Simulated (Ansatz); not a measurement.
**Al₂H (doublet): from Hartree-Fock to the top rungs at scale of all distances = 2.387, 6-31G**

How much of the correlation energy of Al₂H (doublet) does each wave-function method recover here?

Computed with Ansatz 0.2.0, Gaussian basis. Level: 6-31G, core rule «outside noble gas», up to 10 orbitals frozen.

Plan: UHF; CCSD(T) on ROHF; CCSD(T) on UHF; BCCD(T) on ROHF; CISD; CCSDT(Q) on ROHF; CCSDT(Q) on UHF; CISDTQ; CCSDTQ on ROHF; CCSDTQ on UHF; CASSCF and MRCISD+Q, 3 electrons in 3 orbitals; CASSCF and NEVPT2, 3 electrons in 3 orbitals; CASSCF and MRCISD+Q, 7 electrons in 9 orbitals; CASSCF and NEVPT2, 7 electrons in 9 orbitals; Full CI; Full CI in the symmetry of the determinant.

20 further runs of the same task are left out: 1 for a known fault of the program, 1 for a mislabelled method, 15 that didn't finish, 3 set aside as unsound or not needed.

## (1) The geometry

The geometry derives from a PBE0/def2-TZVP stationary point (not a proven minimum). All distances are scaled together.

3 atoms, charge 0, spin multiplicity 2.

Atoms are counted from 1 here; the program's logs count them from 0.

No contacts short enough for the rule that draws bonds.

## (2) UHF

Contents of in.yaml:

```yaml
crystal:
  periodic: [false, false, false]
  atoms:
    - {symbol: Al, position_ang: [0.000000, 0.000000, 0.841583]}
    - {symbol: Al, position_ang: [0.000000, 0.000000, -5.548268]}
    - {symbol: H, position_ang: [0.000000, 0.000000, 4.706685]}
basis:
  gaussian: {orbitals: 6-31G}
magnetization: {spin_polarized: true, initial_magnetization: 1}
hamiltonian: {xc: hf}
output: {orbitals: {seedname: orbitals}}
```

Launch:

```bash
$ ansatz run in.yaml --threads 1 --pin off --events-out ev --progress --plain --max-ram 2393MiB
```

After this run come: CCSD(T) on ROHF; CCSD(T) on UHF; BCCD(T) on ROHF; CISD; CCSDT(Q) on ROHF; CCSDT(Q) on UHF; CISDTQ; CCSDTQ on ROHF; CCSDTQ on UHF; CASSCF and MRCISD+Q, 3 electrons in 3 orbitals; CASSCF and NEVPT2, 3 electrons in 3 orbitals; CASSCF and MRCISD+Q, 7 electrons in 9 orbitals; CASSCF and NEVPT2, 7 electrons in 9 orbitals; Full CI; Full CI in the symmetry of the determinant.

Q: Predict the results of all the runs planned. Wanted: FCI below the RHF energy; UMP2 from FCI; UCCSD(T) from FCI; UCCSDT(Q) from FCI; NEVPT2 pair from FCI; NEVPT2 valence from FCI; MRCISD+Q valence from FCI; T1 diagnostic; effectively unpaired electrons.

**Answer**, as computed:

| quantity | value |
| --- | --- |
| FCI below the RHF energy | -3.6672 eV |
| UMP2 from FCI | +78.2 kJ/mol |
| UCCSD(T) from FCI | +2.5 kJ/mol |
| UCCSDT(Q) from FCI | 0.0 kJ/mol |
| NEVPT2 pair from FCI | +66.6 kJ/mol |
| NEVPT2 valence from FCI | +13.6 kJ/mol |
| MRCISD+Q valence from FCI | +0.2 kJ/mol |
| levels within 1 kcal/mol (43 meV) | UCCSD(T), UCCSDT, UCCSDT(Q), UCCSDTQ, MRCISD valence, MRCISD+Q valence |
| T1 diagnostic | 0.108 |
| effectively unpaired electrons | 2.42 |

**Reading.** UCCSD(T) lands +2.5 kJ/mol from the yardstick (0.7 % of the correlation energy). With 2.4 effectively unpaired electrons against 1 the state is strongly multireference. Coupled cluster on one determinant still stays close here. Of the multireference levels listed MRCISD+Q valence comes nearest in total energy (+0.2 kJ/mol), which doesn't show that its space is the better one. The lowest state has another symmetry than the determinant, whose own symmetry lies 0.02 eV higher, so single-reference misses include that gap. These misses are within one basis, not against nature; the frozen cores of restricted and unrestricted runs differ, which can shift their rows.
